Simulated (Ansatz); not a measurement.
# SiH₄ (triplet): from Hartree-Fock to the top rungs, 6-31G

Aim: climb from Hartree-Fock through coupled cluster and multireference methods for SiH₄ (triplet) at one geometry and basis, and see what each rung misses.

The runs use Ansatz 0.2.0, Gaussian basis; 6-31G, core rule «outside noble gas», up to 5 orbitals frozen.

Plan: UHF; CCSD(T) on ROHF; CCSD(T) on UHF; BCCD(T) on ROHF; CISD; CCSDT(Q) on ROHF; CCSDT(Q) on UHF; CISDTQ; CCSDTQ on ROHF; CCSDTQ on UHF; CASSCF and MRCISD+Q, 8 electrons in 8 orbitals; CASSCF and NEVPT2, 8 electrons in 8 orbitals; Full CI; Full CI, several states.

26 further runs of the same task are left out: 10 that didn't finish, 16 set aside as unsound or not needed.

### Step 1. The system

The geometry is a PBE0/def2-TZVP stationary point (not a proven minimum).

5 atoms, charge 0, spin multiplicity 3.

Atoms are counted from 1 here; the program's logs count them from 0.

Bond lengths: Si1–H2 1.529 Å, Si1–H3 1.529 Å, Si1–H4 1.529 Å, Si1–H5 1.529 Å. Angles: H2–Si1–H3 90.0°, H2–Si1–H4 90.0°, H2–Si1–H5 180.0°, H3–Si1–H4 180.0°, H3–Si1–H5 90.0°, H4–Si1–H5 90.0°.

### Step 2. UHF

in.yaml

```yaml
crystal:
  periodic: [false, false, false]
  atoms:
    - {symbol: Si, position_ang: [0.000000, 0.000000, 0.000000]}
    - {symbol: H, position_ang: [-0.011525, 1.085107, 1.077576]}
    - {symbol: H, position_ang: [-0.016497, -1.077632, 1.084987]}
    - {symbol: H, position_ang: [0.016497, 1.077632, -1.084987]}
    - {symbol: H, position_ang: [0.011525, -1.085107, -1.077576]}
basis:
  gaussian: {orbitals: 6-31G}
magnetization: {spin_polarized: true, initial_magnetization: 2}
hamiltonian: {xc: hf}
output: {orbitals: {seedname: orbitals}}
```

Command:

```console
$ ansatz run in.yaml --threads 1 --pin off --events-out ev --progress --plain --max-ram 2393MiB
```

Further steps of the session: CCSD(T) on ROHF; CCSD(T) on UHF; BCCD(T) on ROHF; CISD; CCSDT(Q) on ROHF; CCSDT(Q) on UHF; CISDTQ; CCSDTQ on ROHF; CCSDTQ on UHF; CASSCF and MRCISD+Q, 8 electrons in 8 orbitals; CASSCF and NEVPT2, 8 electrons in 8 orbitals; Full CI; Full CI, several states.

Before running them: what should the planned runs give, taken together? Wanted: FCI below the RHF energy; RMP2 from FCI; UMP2 from FCI; RCCSD from FCI; RCCSD(T) from FCI; UCCSD(T) from FCI; RCCSDT(Q) from FCI; UCCSDT(Q) from FCI; NEVPT2 valence from FCI.

**Answer**, as computed:

| quantity | value |
| --- | --- |
| FCI below the RHF energy | -2.6133 eV |
| RMP2 from FCI | +80.2 kJ/mol |
| UMP2 from FCI | +81.1 kJ/mol |
| RCCSD from FCI | +4.8 kJ/mol |
| RCCSD(T) from FCI | +1.3 kJ/mol |
| UCCSD(T) from FCI | +1.5 kJ/mol |
| RCCSDT(Q) from FCI | 0.0 kJ/mol |
| UCCSDT(Q) from FCI | -0.1 kJ/mol |
| NEVPT2 valence from FCI | +18.0 kJ/mol |
| MRCISD+Q valence from FCI | +0.3 kJ/mol |
| levels within 1 kcal/mol (43 meV) | RCCSD(T), UCCSD(T), BCCD(T), RCCSDT, UCCSDT, CISDTQ, RCCSDT(Q), UCCSDT(Q), RCCSDTQ, UCCSDTQ, MRCISD valence, MRCISD+Q valence |
| T1 diagnostic | 0.018 |
| effectively unpaired electrons | 2.04 |

What this shows: RCCSD(T) lands +1.3 kJ/mol from the yardstick (0.5 % of the correlation energy). One determinant dominates. Of the multireference levels listed MRCISD+Q valence comes nearest in total energy (+0.3 kJ/mol), which doesn't show that its space is the better one. The next state among those solved, a triplet, lies 4.23 eV up. These misses are within one basis, not against nature; the frozen cores of restricted and unrestricted runs differ, which can shift their rows.
